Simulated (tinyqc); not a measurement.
Ways to converge the cycle: SCF convergence aids in the sto-3g basis, for H2F+, spin multiplicity 1. Computed by the program tinyqc with PySCF. RHF with one setting changed at a time; a run stops when the energy changes by less than 1e-09 hartree and the error matrix is below 1e-5. The start is the Wolfsberg-Helmholz matrix. Damping d keeps d of the old density; a shift (hartree) raises the virtual levels; DIIS n extrapolates F over n matrices.

Geometry (angstrom):
```
atom       x        y       z
F     0.0000   0.0000  0.0000
H     0.0000   1.0510  0.5840
H     0.0000  -1.0510  0.5840
```

lowest restricted solution found by these runs and by PySCF = -98.785179 hartree

Largest element of the error matrix X^T (FDS - SDF) X:
```
iteration    plain  damping 0.3  damping 0.6  shift 0.4   DIIS 3   DIIS 8
1          3.9e-01      3.9e-01      3.9e-01    3.9e-01  3.9e-01  3.9e-01
2          1.1e-01      1.5e-01      2.5e-01    1.5e-01  1.1e-01  1.1e-01
3          2.6e-02      7.3e-02      1.6e-01    6.7e-02  2.0e-02  2.0e-02
4          7.1e-03      3.8e-02      1.0e-01    3.1e-02  3.1e-03  3.1e-03
5          1.7e-03      1.9e-02      6.8e-02    1.4e-02  1.4e-03  1.3e-03
6          8.3e-04      9.3e-03      5.1e-02    5.8e-03  5.0e-04  7.7e-06
8          2.3e-04      2.2e-03      2.7e-02    2.4e-03  4.6e-06        -
10         6.1e-05      5.2e-04      1.4e-02    1.1e-03        -        -
14               -      9.5e-05      3.6e-03    2.1e-04        -        -
20               -      8.1e-06      4.5e-04    1.9e-05        -        -
30               -            -      3.7e-05          -        -        -
```

How each run ends:
```
run          iterations  E (hartree)         state
plain                13    -98.78518  lowest found
damping 0.3          20    -98.78518  lowest found
damping 0.6          40    -98.78518  lowest found
shift 0.4            22    -98.78518  lowest found
DIIS 3                8    -98.78518  lowest found
DIIS 8                7    -98.78518  lowest found
```

What does the comparison show, and why?

6 of 6 runs reach the lowest restricted solution found, in 7 to 40 iterations (fastest: DIIS 8). Plain steps already contract here, so damping only slows them. DIIS 3 and DIIS 8 gain by cancelling the error over several earlier matrices, much as a quasi-Newton step does.
